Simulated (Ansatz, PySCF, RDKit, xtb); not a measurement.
# CH4B: a search for the lowest isomer

Given the formula CH4B (odd number of electrons) and nothing else, which arrangement of the atoms is the most stable in the gas at 298.15 K, and what are its properties?

Plan: many cheap relaxations first (GFN2-xTB), then density-functional screening, relaxation at PBE-D3(BJ)/def2-SVP, vibrations and a final energy. The numbers are computed, not measured.

3 further runs of the same task are left out: 3 set aside as unsound or not needed.

## Step 1: Drawing up candidates

All bonding patterns within simple valence rules are listed by program: one Lewis structure each, at most two rings and one unusual centre or charged pair. O–O, O–halogen and N–halogen bonds and N–N–N chains are not drawn. That gives 2 candidates.

```
label  SMILES     spin
 c256   [BH]C  doublet
 c512  B[CH2]  doublet
```

Candidates are built by distance geometry, with a force field where one applies, in up to four conformers (letters a to d). 2 starts with atoms placed at random are added, to find patterns that the rules miss.

**Question.** With final energies at CCSD(T)/def2-TZVPP, which structure will this search put lowest in free energy, and by what margin?

| quantity | value |
| --- | --- |
| lowest structure found | B[CH2], doublet, C2 |
| next finalist | [BH]C, doublet, 8.7 kcal/mol higher in G |
| share at equilibrium, among the finalists | 100.0 % |
| harmonic wavenumbers, lowest and highest (PBE-D3(BJ)/def2-SVP) | 382 and 3139 cm⁻¹ |
| rotational constants, same geometry | 4.271, 0.8015, 0.6845 cm⁻¹ |
| dipole moment (PBE0/def2-TZVPD) | 1.16 D |
| HOMO energy (highest over α and β) (PBE0/def2-TZVPD) | -7.63 eV |
| LUMO energy (lowest over α and β) (PBE0/def2-TZVPD) | -3.44 eV |
| lowest excitation (TD-CAM-B3LYP/def2-SVPD) | 3.67 eV (f = 0.002) |
| strongest of the states computed, same level | 5.35 eV (f = 0.051) |
| vertical ionisation energy (to the singlet cation) | 10.19 eV |
| vertical electron affinity | 1.46 eV |
| vertical quartet less doublet | +5.99 eV |

`B[CH2]` comes out lowest. Among the finalists first place is clear (8.7 kcal/mol); structures outside the list aren't covered. GFN2-xTB, HF/STO-3G, r2SCAN-D4/def2-SVP, PBE-D3(BJ)/def2-SVP, HF/def2-TZVPP and MP2/def2-TZVPP already put its bonding pattern lowest among the structures in one piece. The stability test raises a flag; for an open shell a flag towards a general spinor solution can be the free rotation of the spin. The search is not exhaustive (a finite list of starts, one conformer a finalist), so a lower isomer can't be ruled out. Patterns outside the rules of the enumeration were met only by chance.
